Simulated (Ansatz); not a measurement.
**BGe, doublet in cc-pVDZ: errors against full CI**

Geometry: a point of a stretch scan, not a stationary point.

```yaml
atoms:
  - { symbol: Ge, position_ang: [0.0000, 0.0000, 0.0000] }
  - { symbol: B, position_ang: [0.0000, 0.0000, 1.7860] }
```

Basis cc-pVDZ; Ansatz 0.2.0. Correlated methods freeze the noble-gas cores and the filled d shells of p-block atoms, which leaves 7 electrons in 26 orbitals. Prefix R: restricted or restricted open-shell reference; prefix U: unrestricted. Active spaces: pair = (3e, 3o) about the gap; valence = (7e, 8o) chosen from the atoms' valence shells. No spin–orbit coupling is included, and no scalar relativity.

Full CI is exact within this basis and frozen core; it isn't the basis-set limit. The frozen core follows each run's orbitals, which can shift R against U totals by a few meV for light atoms and by up to 0.1 eV past Ca.

HF rows are the lowest solutions found. Coupled cluster chose its determinant by trial CCSD, here up to 0.35 eV above the lowest Hartree–Fock solution of its kind, and MP2 stands on that determinant too.

- UHF ⟨S²⟩: 1.787
- T1 diagnostic (RCCSD): 0.0473
- largest doubles amplitude (RCCSD): 0.167

| level | E − E(full CI) (mEh) | share of correlation (%) | wall time |
| --- | --- | --- | --- |
| RHF† | 177.57 | – | – |
| RMP2 | 42.06 | 77.90 | – |
| RCCSD | 15.59 | 91.81 | – |
| RCCSD(T) | 2.87 | 98.49 | 12 s |
| BCCD(T) | 3.09 | 98.37 | 12 s |
| RCCSDT | 1.34 | 99.30 | – |
| RCCSDT(Q) | 0.20 | 99.89 | 19 s |
| CASSCF (valence space) | 79.22 | 58.36 | – |
| NEVPT2 (valence space) | 18.05 | 90.51 | 6 s |
| MRCISD (valence space) | 3.74 | 98.03 | – |
| MRCISD+Q (valence space) | -0.26 | 100.14 | 7 s |

A dagger marks rows that describe another state than the reference (another or a broken symmetry, a higher spin or other natural occupations), so the difference isn't the method's error.

The correlation energy at full CI, counted from the determinant under the R cluster runs, is -5.177 eV. That run took 6.5 min on 1 thread of Arm Neoverse V2, shared host over 9,717,824 determinants.

Run but not shown, since their state, orbitals or frozen core can't be matched to the reference's or they repeat it: UHF, UMP2, CISD, UCCSD, UCCSD(T), CASSCF (pair space), NEVPT2 (pair space), MRCISD (pair space), MRCISD+Q (pair space).

Times hold each run's SCF and search for its determinant on a shared host, so for small cases they say little of a method's own cost; they ran on 1 thread of Arm Neoverse V2. Some runs computed forces too.

More than 5 meV below full CI, which no variational method can be: MRCISD+Q (valence space).

The full-CI state has the irrep B1 of C2v, in the program's axes (one component, if the state is degenerate).

Natural occupations of full CI about the gap: 1.948 1.846 1.799 0.959 0.174 0.117 0.060 0.020 0.011 0.010; effectively unpaired electrons, Σ n²(2−n)², 1.39.
